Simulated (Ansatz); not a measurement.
Saddle point of BH$_{4}$SF, closed shell (BH₂F ([BH2][F]) + H₂S → BH₃S ([BH2][SH]) + HF; bonds formed: F2–H5; dative contacts that become bonds: B1–S6; bonds broken: B1–F2, H5–S6), PBE0-D4/def2-TZVP structure:

| atom | x (Å) | y (Å) | z (Å) |
| --- | --- | --- | --- |
| B1 | -0.6227 | -0.3018 | 0.1822 |
| F2 | 0.1196 | -0.9561 | -1.0676 |
| H3 | -0.8613 | -1.1730 | 0.9613 |
| H4 | -1.4797 | 0.4235 | -0.2172 |
| H5 | 0.9839 | -0.3627 | -0.5826 |
| S6 | 1.0114 | 0.6290 | 0.7303 |
| H7 | 0.8488 | 1.7411 | -0.0065 |

Energies are electronic, without zero-point energy. Barriers and step energies count from the start structure reached by relaxing down the imaginary mode; all methods use the PBE0-D4 structures, on which another method's saddle can fall below an end. Program: Ansatz 0.2.0. Basis: def2-TZVPP, with def2-QZVPP for the basis limit. Cores are frozen in the correlated methods. B3LYP uses VWN-RPA correlation. Extrapolation: Hartree–Fock as exp(−7.88 √X), correlation as X^−2.97.

| method | barrier (kcal/mol) | step energy (kcal/mol) |
| --- | --- | --- |
| SPW92 | 15.46 | 17.32 |
| PBE-D4 | 19.59 | 12.51 |
| BLYP-D4 | 23.28 | 11.71 |
| r2SCAN-D4 | 22.11 | 13.49 |
| B97M-V | 25.12 | 12.06 |
| PBE0-D4 | 22.53 | 12.27 |
| B3LYP-D4 | 25.27 | 11.82 |
| r2SCAN0-D4 | 24.15 | 13.07 |
| BHLYP-D4 | ? | 11.96 |
| CAM-B3LYP-D4 | 25.20 | 12.92 |
| wB97X-V | 24.49 | 12.34 |
| wB97M-V | ? | 12.35 |
| B2PLYP | 25.05 | 11.16 |
| PBE-QIDH | 24.07 | 11.81 |
| RPA on PBE | ? | 10.94 |
| HF | 37.26 | 8.97 |
| MP2 | 23.21 | 10.52 |
| CCSD | 27.30 | 10.68 |
| CCSD(T) | 25.06 | 10.82 |

(1) Fill in the withheld barriers. (To be estimated.)

T1 diagnostic: at most 0.013.

Results:

(1) The calculation gives: BHLYP-D4 29.00; wB97M-V 23.99; RPA on PBE 24.39 kcal/mol. Each is the energy of the saddle less that of the start structure, by the same method.

For comparison, the barrier by CCSD(T) at an estimated basis limit (MP2 extrapolated from triple and quadruple zeta, plus CCSD(T) − MP2 in triple zeta) is 24.85 kcal/mol.

Labels in which every atom is bracketed show which atoms are joined, not bond orders.

For scale, one of the runs: CCSD(T)/def2-TZVPP, 160 basis functions, launched by `ansatz run in.yaml --threads 2 --pin off --events-out ev --progress --plain --max-ram 4352MiB`. Hardware: 2 CPU threads of an Arm Neoverse V1, shared host. Wall time 22 s; peak host memory 1.2 GiB.
